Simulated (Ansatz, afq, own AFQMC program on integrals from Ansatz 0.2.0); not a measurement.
# SiH3⁺, triplet in 6-31G, levels against full CI

```xyz
4

Si   -0.0341    0.0985   -0.2021
H    -0.0341   -1.1946   -0.9468
H     1.4591   -1.2523    5.1924
H    -0.4735   -0.2989    1.3850
```

Basis 6-31G. Only valence electrons are correlated. AFQMC by an in-house program on the Cholesky factors that Ansatz 0.2.0 writes for its CCSD(T) run. The CISD trial takes its coefficients from CCSD amplitudes. Released means that phaseless walkers are propagated on without the constraint, phases kept. Uncertainties: one standard error, sampling alone.

Determinant: UHF, the one that the program's search chose, which needn't be the lowest solution. The geometry is a point of a scan.

Full CI on the same integrals is exact in this basis and with this determinant's frozen core.

Cautions: lower spins were not checked.

```
T1 diagnostic                               : 0.0121
weight of the determinant in the CISD state : 0.949
⟨S²⟩ of the determinant                     : 2.008
size of the correlated space                : 6 electrons in 14 orbitals
```

Reference: full CI, correlation energy -1.494 eV. The released energy is read at 2.40 1/Eh (meV from the phaseless value at times in 1/Eh: -0.4 ± 0.6 at 0.24, -1.0 ± 0.5 at 0.51, -1.5 ± 0.4 at 0.99, -2.4 ± 0.4 at 1.62, -2.6 ± 0.3 at 2.40).

```csv
level,E − E(reference) (meV),share of correlation (%)
HF,1494.3,0.00
MP2,529.0,64.60
CCSD,30.7,97.94
CCSD(T),12.0,99.20
CCSDT,0.5,99.97
CCSDT(Q),0.1,99.99
CCSDTQ,0.0,100.00
ph-AFQMC/CISD,3.9 ± 0.8,99.74
released AFQMC,1.3 ± 0.3,99.91
```

CCSDT and higher add their correlation energy to the determinant of the CCSD(T) run, since their own runs factorise the integrals more tightly (a shift of under 2 meV). Released energies are given only where the last usable release times agree within the noise; a slower fall can still hide under it.
